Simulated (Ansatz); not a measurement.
We consider rock-salt MgS, described by r²SCANh (plane waves, PAW; Ansatz, a quantum-chemistry and plane-wave program).

Settings: plane-wave cutoff 520 eV, 8×8×8 k mesh, Fermi–Dirac smearing 0.01 eV, scalar-relativistic PAW data made under PBE.

Computed at the level's own relaxed cell.

Problem. Predict the equilibrium volume per atom, band gap and bulk modulus B0.

Solution. 
- equilibrium volume per atom: 17.54 Å³/atom
- band gap: 4.07 eV (on the SCF k mesh) (indirect)
- bulk modulus B0: 81.0 GPa

Measured, for comparison: equilibrium volume per atom 17.45 Å³/atom, bulk modulus 81 GPa (corrected for zero-point motion; as tabulated in Goldzak et al. (2022), arXiv:2208.04865). Computed (rounded) less measured: equilibrium volume per atom +0.5 %, bulk modulus 0.0 %.
